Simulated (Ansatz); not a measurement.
Basis-set extrapolation for `FC(F)C1CO1` (PBE0-D4/def2-TZVP geometry, frozen core, Ansatz 0.2.0). Multiplicity 1, RHF reference.

```json
{"": "HF", "def2-TZVPP": "-389.787927", "def2-QZVPP": "-389.805089"}
{"": "MP2 correlation", "def2-TZVPP": "-1.218822", "def2-QZVPP": "-1.317771"}
{"": "CCSD(T) correlation", "def2-TZVPP": "-1.285458", "def2-QZVPP": "not run"}
```

Energies in hartree. Use E(X) = E(∞) + A·exp(−7.88·√X) for Hartree–Fock and E(X) = E(∞) + B·X^(−2.97) for correlation, with X = 3 and 4, and add CCSD(T) minus MP2 of the smaller set to the MP2 limit.

Q: What is the CCSD(T) energy at the basis-set limit?

A: HF limit: -389.805089 + (-0.017162) × 0.13774 = -389.80745. MP2 limit: -1.317771 + (-0.098949) × 0.74074 = -1.39107. Higher-order term: -1.285458 − (-1.218822) = -0.06664. Total: -391.26516 hartree, 120.3 kcal/mol below CCSD(T)/def2-TZVPP.
